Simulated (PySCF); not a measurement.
NO, SMILES [N]=O (connectivity only; charge and spin as stated), charge +1, multiplicity 1.

Geometry: PBE-D3(BJ)/def2-TZVPD.

Level of theory: TDA-M06-2X/def2-TZVPD (PySCF 2.14.0).

Vertical excitations; the highest root listed may be one member of a degenerate set. Gas-phase values at a fixed geometry. State labels are in the subgroup C2v.

Computed lowest excited states:
```csv
state,symmetry,energy (eV),λ (nm),f,main pairs
S1,A2,9.38,132,0.000,"HOMO−1→LUMO 50 %, HOMO−2→LUMO+1 50 %"
S2,B2,9.75,127,0.016,HOMO→LUMO+1 (degenerate set)
S3,B1,9.75,127,0.016,HOMO→LUMO (degenerate set)
S4,A2,10.99,113,0.000,"HOMO−1→LUMO, HOMO−2→LUMO+1 (degenerate set)"
S5,A1,10.99,113,0.000,"HOMO−2→LUMO, HOMO−1→LUMO+1 (degenerate set)"
S6,B1,16.42,76,0.162,HOMO−3→LUMO (degenerate set)
S7,B2,16.42,76,0.162,HOMO−3→LUMO+1 (degenerate set)
S8,A1,18.66,66,0.518,"HOMO→LUMO+2 28 %, HOMO−1→LUMO+1 27 %, HOMO−2→LUMO 27 %"
S9,A1,19.86,62,0.260,HOMO→LUMO+2 70 %
S10,B1,20.48,61,0.105,HOMO−2→LUMO+2 97 %
T1,B2,7.63,162,0,HOMO→LUMO+1 (degenerate set)
T2,B1,7.63,162,0,HOMO→LUMO (degenerate set)
T3,A1,8.44,147,0,"HOMO−2→LUMO 49 %, HOMO−1→LUMO+1 49 %"
T4,A2,9.38,132,0,"HOMO−1→LUMO 50 %, HOMO−2→LUMO+1 50 %"
```
Triplets are in the Tamm–Dancoff approximation.
